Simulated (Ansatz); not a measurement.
For A-type hexagonal La₂O₃, PBE-D4 in Ansatz (plane waves, PAW) gives:

| Quantity | Value |
|---|---|
| lattice parameter a | 3.919 Å |
| lattice parameter c | 6.105 Å |
| bulk modulus | 113 GPa |
| band gap | 3.85 eV |
| formation enthalpy | -3.530 eV/atom |

### Question
What does r²SCAN+rVV10 (Ansatz, a program for electronic structure, PAW) give for the same quantities?

### Answer

- lattice constant a: 3.928 Å (grows by 0.2 %)
- lattice parameter c: 6.075 Å (shrinks by 0.5 %)
- bulk modulus: 119 GPa (increases by 5.3 %)
- band gap: 4.17 eV (rises by 0.32 eV)
- formation enthalpy: -3.738 eV/atom (moves by -0.208 eV/atom)

For comparison: lattice constant a 3.934 Å (measured, 300 K, no zero-point or thermal correction, our sources range from 3.934 to 3.940; as tabulated in Santana et al. (2016), arXiv:1608.06321); lattice parameter c 6.13 Å (measured, temperature not stated, no zero-point or thermal correction; as tabulated in Rustad et al. (2011), arXiv:1107.4261); bulk modulus 113 GPa (measured, 300 K, not corrected to a static lattice; as tabulated in Santana et al. (2016), arXiv:1608.06321); formation enthalpy -3.72 eV/atom (measured, 298 K, no zero-point or thermal correction; as tabulated in Zhang et al. (2018), doi:10.1038/s41524-018-0065-z).

Changes are worked out from the printed values.

Unless a cell is named, each level is at its own relaxed cell (PBE-D4 16.24, r²SCAN+rVV10 16.24 Å³/atom).

Levels without +SOC have no spin–orbit coupling; where heavier elements are present it shifts gaps, mostly down, and can invert bands. Density-functional gaps are differences of (generalised) Kohn–Sham levels.

Ansatz's density-functional and Hartree–Fock values are scalar-relativistic unless marked +SOC, with PAW data made under PBE.
